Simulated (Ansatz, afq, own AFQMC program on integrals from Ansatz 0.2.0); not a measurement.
Two steps: Ansatz 0.2.0 writes the Fock matrix and Cholesky factors of the valence space, and afq projects on them the lowest state that overlaps trial and start.

```yaml
crystal:
  periodic: [false, false, false]
  atoms:
    - {symbol: Al, position_ang: [0.000000, 0.000000, 0.000000]}
    - {symbol: Ga, position_ang: [0.000000, 0.000000, 4.837000]}
basis:
  gaussian: {orbitals: cc-pVDZ}
magnetization: {spin_polarized: false}
correlation: {method: ccsd_t, electrons: outside_noble_gas, hamiltonian_folder: ham}
```

```sh
$ ansatz run in.yaml --threads 1 --pin off --events-out ev --progress --plain --max-ram 24576MiB --backend cuda --devices 0, --max-vram 18GiB
```

Options of the walk:

```
--method phaseless --trial cisd --walkers 4000 --populations 20 --least-time 60 --time-step 0.005 --steps-per-block 50 --equilibration-blocks 40 --max-blocks 4000 --target-error 0.00029 --factor-cut 1e-05 --seed 6036 --release-times 0.24,0.51,0.99,1.62,2.4 --release-step 0.03 --release-every 3 --taylor-order 6
```

Times are imaginary, in 1/Eh. The walk had a cap of 122 s. With eight or more populations the least sampling time is a fifth of least-time, and the error comes from their spread. Filled inner d shells are frozen with the cores.

afq prints:

```
orbitals 26  electrons 3 3  factors 154 of 506
reference energy -2165.01903529 Eh
CCSD correlation -0.13245169 Eh in 15 cycles, weight of the determinant in the CISD state 0.7242
energy of the start -2165.151493 Eh
 block  time / (1/Eh)  mean weight  energy / Eh
     1     0.250  0.9999  -2165.149947
     2     0.500  1.0000  -2165.149449
     3     0.750  0.9999  -2165.149500
     4     1.000  0.9999  -2165.149926
     5     1.250  1.0000  -2165.150408
     8     2.000  1.0001  -2165.152097
    11     2.750  0.9999  -2165.153416
    15     3.750  0.9999  -2165.155186
    17     4.250  1.0000  -2165.155604
    23     5.750  1.0000  -2165.157306
    29     7.250  1.0001  -2165.158402
    35     8.750  0.9999  -2165.159487
    41    10.250  0.9999  -2165.158970
    47    11.750  1.0001  -2165.158624
    53    13.250  1.0000  -2165.158473
    59    14.750  0.9999  -2165.158107
    65    16.250  0.9997  -2165.160031
    71    17.750  1.0000  -2165.158928
    77    19.250  1.0001  -2165.157805
    83    20.750  0.9999  -2165.157731
    89    22.250  1.0001  -2165.159601
error from the spread of 20 populations
released: time / (1/Eh)  energy / Eh  error  mean overlap
  0.24  -2165.158856  0.000237  0.9996
  0.51  -2165.159226  0.000177  0.9997
  0.99  -2165.159609  0.000178  1.0015
  1.62  -2165.160065  0.000131  0.9988
  2.40  -2165.160611  0.000127  0.9992
energy -2165.158674 +/- 0.000238 Eh
(rows thinned)
```

The run passed its tests (sampling time, drift between the halves within three errors, error under three times the target), which doesn't prove that it has relaxed.

Against this walk (error 6.5 meV) on the same determinant: CCSD(T) 51.3 meV lower, CCSDT(Q) 117.3 meV lower, CCSDTQ 122.0 meV lower, full CI 123.3 meV lower. The error is statistical and leaves out the bias of the constraint. The released energies are still falling (meV from the phaseless value at times in 1/Eh: -5 ± 6 at 0.24, -15 ± 5 at 0.51, -25 ± 5 at 0.99, -38 ± 4 at 1.62, -53 ± 3 at 2.40), so they give no level; they do show a bias of the constraint, and the last of them that isn't too noisy lies 71 meV above full CI. Full CI is exact here, so the walk's 123 meV above it is the walk's own error: the bias of the constraint with this trial. The determinant is a poor start (see the cautions), so the low cluster orders aren't to be relied on, and full CI is the sure value.

Cautions: constraint bias not in the error; no relativity below Rb; no spin-orbit coupling; inner d shell frozen; higher spins were not checked; restricted determinant unstable towards unrestricted (UHF 1.32 eV lower, ⟨S²⟩ 1.03); strong correlation (T1 0.037, weight of the determinant 0.72, largest double 0.47); (T) is large, 7 % of the CCSD correlation; the CCSD(T) amplitudes may be one of several solutions (largest double 0.47); the CCSDT(Q) amplitudes may be one of several solutions (largest double 0.56); the CCSDTQ amplitudes may be one of several solutions (largest double 0.56); CCSDTQ on the UHF determinant differs (93 meV higher), by its state or its frozen core.

The walk took 92 s on 1 × NVIDIA H100 80GB HBM3 with 2 threads of AMD EPYC 7R13 Processor (Zen 3), with other jobs on the host (the card was shared). The log's last line is the phaseless energy.

CCSDT and higher add their correlation energy to the determinant of the CCSD(T) run, since their own runs factorise the integrals more tightly (a shift of under 2 meV). A walk keeps the symmetry of its determinant, which the program's search chose and which needn't be the lowest solution, so a lower state of the same spin and another symmetry isn't excluded.
